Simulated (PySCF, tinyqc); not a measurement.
RHF in the sto-3g basis, for H2F+, spin multiplicity 1, step by step. The lowest restricted solution is unstable here: a spin-polarised one lies 0.0010 hartree lower (PySCF). One step of it, computed by the program tinyqc.

Problem. Iteration 2: diagonalisation and new density. Diagonalise F' = X^T F X, C = X C', fill 5 alpha and 5 beta electrons from the bottom; D = 2 C_occ C_occ^T. Each column has its largest component positive (the first on a tie).

Fock matrix F (hartree), order 1F 1s, 1F 2s, 1F 2px, 1F 2py, 1F 2pz, 2H 1s, 3H 1s:
$$\begin{pmatrix}
-25.407364 & -6.531736 & 0.000000 & 0.000000 & -0.006926 & -0.468582 & -0.468582 \\
-6.531736 & -2.949474 & 0.000000 & 0.000000 & -0.098733 & -0.475234 & -0.475234 \\
0.000000 & 0.000000 & -0.342933 & 0.000000 & 0.000000 & 0.000000 & 0.000000 \\
0.000000 & 0.000000 & 0.000000 & -0.397298 & 0.000000 & -0.204828 & 0.204828 \\
-0.006926 & -0.098733 & 0.000000 & 0.000000 & -0.371036 & -0.163800 & -0.163800 \\
-0.468582 & -0.475234 & 0.000000 & -0.204828 & -0.163800 & -0.411714 & -0.099348 \\
-0.468582 & -0.475234 & 0.000000 & 0.204828 & -0.163800 & -0.099348 & -0.411714
\end{pmatrix}$$

X, order 1F 1s, 1F 2s, 1F 2px, 1F 2py, 1F 2pz, 2H 1s, 3H 1s:
$$\begin{pmatrix}
1.022720 & -0.127493 & 0.000000 & 0.000000 & -0.002108 & 0.010659 & 0.010659 \\
-0.127493 & 1.056023 & 0.000000 & 0.000000 & 0.017535 & -0.105993 & -0.105993 \\
0.000000 & 0.000000 & 1.000000 & 0.000000 & 0.000000 & 0.000000 & 0.000000 \\
0.000000 & 0.000000 & 0.000000 & 1.019164 & 0.000000 & -0.083275 & 0.083275 \\
-0.002108 & 0.017535 & 0.000000 & 0.000000 & 1.009081 & -0.055134 & -0.055134 \\
0.010659 & -0.105993 & 0.000000 & -0.083275 & -0.055134 & 1.032243 & -0.030824 \\
0.010659 & -0.105993 & 0.000000 & 0.083275 & -0.055134 & -0.030824 & 1.032243
\end{pmatrix}$$

Give: F' = X^T F X; orbital energies; coefficients C; D after iteration 2.

Solution.

F' = X^T F X (hartree):
$$\begin{pmatrix}
-24.9376 & -3.3699 & 0.0000 & 0.0000 & -0.0081 & -0.0234 & -0.0234 \\
-3.3699 & -1.7699 & 0.0000 & 0.0000 & -0.0635 & -0.1938 & -0.1938 \\
0.0000 & 0.0000 & -0.3429 & 0.0000 & 0.0000 & 0.0000 & 0.0000 \\
0.0000 & 0.0000 & 0.0000 & -0.3475 & 0.0000 & -0.1634 & 0.1634 \\
-0.0081 & -0.0635 & 0.0000 & 0.0000 & -0.3468 & -0.1161 & -0.1161 \\
-0.0234 & -0.1938 & 0.0000 & -0.1634 & -0.1161 & -0.3138 & -0.0278 \\
-0.0234 & -0.1938 & 0.0000 & 0.1634 & -0.1161 & -0.0278 & -0.3138
\end{pmatrix}$$

orbital energies (hartree): MO1 -25.4180, MO2 -1.3698, MO3 -0.5498, MO4 -0.4502, MO5 -0.3429, MO6 -0.1580, MO7 -0.0836

coefficients C, order 1F 1s, 1F 2s, 1F 2px, 1F 2py, 1F 2pz, 2H 1s, 3H 1s:
$$\begin{pmatrix}
0.9945 & -0.2565 & 0.0000 & 0.0703 & 0.0000 & -0.0511 & 0.0000 \\
0.0224 & 0.9820 & 0.0000 & -0.3304 & 0.0000 & 0.2832 & 0.0000 \\
0.0000 & 0.0000 & 0.0000 & 0.0000 & 1.0000 & 0.0000 & 0.0000 \\
0.0000 & 0.0000 & 0.6891 & 0.0000 & 0.0000 & 0.0000 & 0.7601 \\
0.0009 & 0.0976 & 0.0000 & 0.7350 & 0.0000 & 0.6892 & 0.0000 \\
-0.0024 & 0.0798 & 0.4326 & 0.3940 & 0.0000 & -0.5951 & -0.6204 \\
-0.0024 & 0.0798 & -0.4326 & 0.3940 & 0.0000 & -0.5951 & 0.6204
\end{pmatrix}$$

D after iteration 2, order 1F 1s, 1F 2s, 1F 2px, 1F 2py, 1F 2pz, 2H 1s, 3H 1s:
$$\begin{pmatrix}
2.1197 & -0.5057 & 0.0000 & 0.0000 & 0.0550 & 0.0096 & 0.0096 \\
-0.5057 & 2.1480 & 0.0000 & 0.0000 & -0.2940 & -0.1037 & -0.1037 \\
0.0000 & 0.0000 & 2.0000 & 0.0000 & 0.0000 & 0.0000 & 0.0000 \\
0.0000 & 0.0000 & 0.0000 & 0.9498 & 0.0000 & 0.5962 & -0.5962 \\
0.0550 & -0.2940 & 0.0000 & 0.0000 & 1.0994 & 0.5948 & 0.5948 \\
0.0096 & -0.1037 & 0.0000 & 0.5962 & 0.5948 & 0.6976 & -0.0510 \\
0.0096 & -0.1037 & 0.0000 & -0.5962 & 0.5948 & -0.0510 & 0.6976
\end{pmatrix}$$
